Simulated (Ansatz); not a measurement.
A made-up structure of HS2O (charge -1), singlet:

```json
{"atom": "O1", "x (Å)": "1.1538", "y (Å)": "1.5766", "z (Å)": "-2.0086"}
{"atom": "S2", "x (Å)": "-0.3719", "y (Å)": "0.6324", "z (Å)": "0.8429"}
{"atom": "S3", "x (Å)": "0.7727", "y (Å)": "0.3286", "z (Å)": "-0.9035"}
{"atom": "H4", "x (Å)": "1.3327", "y (Å)": "-0.8930", "z (Å)": "-0.6938"}
```

It is relaxed with PBE-D4/def2-SVPD and then PBE0-D4/def2-TZVPD (Ansatz 0.2.0). Atoms count as bonded within 1.22 times the sum of their covalent radii (H–H: 0.88 Å). The end point is not checked to be a true minimum.

Question: Does its bonding change? (A judgement: the text doesn't fix the answer.)

Answer: Computed: No: no bond forms or breaks.

Where it ends: The first stage lowers the energy by 1.90 eV in 8 steps. It ends as HS₂O ([O][SH][S]), total charge -1:
```
4
angstrom
O 1.2363 1.3713 -1.7265
S -0.2326 0.6605 0.7621
S 0.4541 0.2568 -1.0940
H 1.4294 -0.6440 -0.7045
```

Labels in which every atom is bracketed show which atoms are joined, not bond orders.

For scale, one of the runs: PBE0-D4/def2-TZVPD relaxation, 141 basis functions, launched by `ansatz run in.yaml --threads 2 --pin off --events-out ev --progress --plain --max-ram 4352MiB`. Hardware: 2 CPU threads of an AMD EPYC 7R13, shared host. Wall time about 20 s.
